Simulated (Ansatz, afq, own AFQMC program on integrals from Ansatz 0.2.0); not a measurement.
**Where AFQMC and coupled cluster stand for BNH4, triplet**

```csv
atom,x (Å),y (Å),z (Å)
B,-1.3174,0.0351,0.0000
H,-1.9142,1.0687,0.0000
H,-1.9142,-0.9985,0.0000
H,-0.0454,0.0351,0.0000
N,1.1906,0.0351,0.0000
H,1.4597,-0.9691,0.0000
```

Connectivity, by distances: BH2 ··· NH, 1 bridging H.

Basis cc-pVTZ. Noble-gas cores (and the filled d shells of Ga–Kr and In–Xe) are frozen. AFQMC by an in-house program on the Cholesky factors that Ansatz 0.2.0 writes for its CCSD(T) run. The CISD trial takes its coefficients from CCSD amplitudes. Released means that phaseless walkers are propagated on without the constraint, phases kept. Error bars are statistical, one sigma.

Determinant: UHF, the one that the program's search chose, which needn't be the lowest solution. The geometry is a point of a scan.

No full CI on the walks' own integrals is used here. The released AFQMC energy serves as the reference, which it does only where one determinant dominates, the energy is flat over the last release times and near the phaseless one (40 meV or 2 meV an electron, half that with transition metals). On small molecules, where full CI could be run and the noise was under 10 meV, such values lay within 10 meV of it in 19 cases of 20, a flattering rate, since the rule was set on those same cases; what remains of the bias isn't in the error bar.

Cautions: lower spins were not checked; the released value is read at 2.40 1/Eh (meV from the phaseless value at times in 1/Eh: 2 ± 4 at 0.24, -2 ± 3 at 0.51, -10 ± 5 at 0.99, -6 ± 3 at 1.62, -6 ± 7 at 2.40).

The T1 diagnostic is 0.0164, the weight of the determinant in the CISD state is 0.884 and the ⟨S²⟩ of the determinant is 2.033. The size of the correlated space is 12 electrons in 114 orbitals.

```csv
level,correlation energy (eV)
MP2,-7.5090
CCSD,-8.5640
CCSD(T),-8.8204
```

**Question.** Estimate where phaseless AFQMC with a CISD trial lies against CCSD(T) on the same integrals.

**Answer.** 0.73 ± 0.13 kcal/mol below CCSD(T).

Reference: AFQMC with the constraint released, correlation energy -8.858 ± 0.007 eV.

```json
{"level": "CCSD(T)", "E − E(reference) (kcal/mol)": "0.87 ± 0.17", "share of correlation (%)": "99.57"}
{"level": "ph-AFQMC/CISD", "E − E(reference) (kcal/mol)": "0.14 ± 0.21", "share of correlation (%)": "99.93"}
```

A walk keeps the symmetry of its determinant, which the program's search chose and which needn't be the lowest solution, so a lower state of the same spin and another symmetry isn't excluded. Released energies are given only where the last usable release times agree within the noise; a slower fall can still hide under it.
